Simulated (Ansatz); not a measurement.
All numbers were calculated with Ansatz.

A structure relaxed at PBE0-D4/def2-TZVP, charge 0, multiplicity 1:

Cartesian coordinates in Å:
```
C -0.862 1.256 1.213
C -0.482 0.580 -0.093
C 0.483 -0.580 0.093
C 0.861 -1.256 -1.213
H 0.021 1.654 1.721
H -1.555 2.085 1.052
H -1.343 0.549 1.895
H -0.033 1.315 -0.772
H -1.385 0.218 -0.598
H 0.034 -1.314 0.773
H 1.387 -0.217 0.597
H 1.340 -0.550 -1.897
H -0.022 -1.656 -1.719
H 1.555 -2.085 -1.052
```

**Question.** Give its formula and SMILES.

**Answer.** C4H10, `CCCC`.

**Question.** Point group (tolerance 0.08 Å, 0.16 Å for H)?

**Answer.** C2h.

**Question.** Summarise the bond lengths by kind.

**Answer.** 3 × C–C 1.519 to 1.520 Å; 10 × C–H 1.092 to 1.096 Å.
